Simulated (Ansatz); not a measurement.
## Isomers

Structures of BSiH4Cl, closed shell, relaxed at PBE0-D4/def2-TZVP (vibrations not checked; lower isomers may exist, and structures with a doubtful reference or unclear bonds are left out). Program: Ansatz 0.2.0. Basis: def2-TZVPP. Cores are frozen in the correlated methods. B3LYP uses VWN-RPA correlation.

**Question.** Rank them by CCSD(T) energy, lowest first, and give each one's height above the lowest. Links in brackets join atoms within 1.22 times the sum of their covalent radii (1.1 for two metals). (An estimate is asked for; the value comes from the calculation.)
A.
BSiH₄Cl ([BH2][SiH2][Cl])
```
7
angstrom
B -1.0375 0.0310 -0.6691
Si 0.6221 -0.1077 0.4437
Cl 1.8060 1.5824 0.3805
H -1.7819 -0.9057 -0.6902
H -1.3223 0.9961 -1.3101
H 0.2606 -0.3451 1.8677
H 1.4530 -1.2510 -0.0224
```
B.
BSiH₄Cl ([SiH2][BH][ClH])
```
7
angstrom
Si -0.6286 0.3030 0.1280
B 0.9943 -0.3583 0.6679
Cl 1.9363 -1.0833 -0.8641
H -1.1091 0.1703 -1.2695
H 2.0475 -2.3732 -0.6950
H -1.5293 1.1052 0.9882
H 1.6940 -0.4258 1.6232
```
C.
BSiH₄Cl ([SiH3][BH][Cl])
```
7
angstrom
Si -0.6420 0.4920 -0.3118
B 0.7993 -0.6428 0.5250
Cl 2.1196 -1.2753 -0.4135
H -1.9585 -0.1773 -0.1107
H -0.4301 0.7226 -1.7643
H -0.6926 1.8059 0.3897
H 0.8045 -0.9252 1.6856
```
D.
a complex of BSiH₃ ([BH][SiH2]) + HCl
```
7
angstrom
B -1.4104 -0.4888 -0.7295
Si 0.1349 0.0737 0.0766
Cl 2.9078 2.5933 0.8687
H 3.6710 1.8659 1.5933
H -2.4066 -0.6225 -1.3494
H 0.0921 0.4298 1.5115
H 1.4247 -0.4225 -0.4506
```

**Answer.** The calculation gives: C (0.00 kcal/mol), A (2.54 kcal/mol), B (73.47 kcal/mol), D (79.71 kcal/mol). Heights count from the lowest.

**Question.** Do PBE-D4, r2SCAN-D4, PBE0-D4, B3LYP-D4, wB97M-V, HF, MP2 give the same order? (Judge from chemistry; the calculation decides.)

**Answer.** By the calculation: Lowest first: HF A < C < D < B. The others agree with CCSD(T).

The T1 diagnostic stays at or below 0.015. The restricted Hartree–Fock reference is unstable towards an unrestricted one at one or more of these structures.

For scale, one of the runs: CCSD(T)/def2-TZVPP, 171 basis functions, launched by `ansatz run in.yaml --threads 2 --pin off --events-out ev --progress --plain --max-ram 4352MiB`. The run took 14 s on 2 CPU threads of an Intel Xeon 6975P-C (shared host), with 1.4 GiB of host memory at its peak.
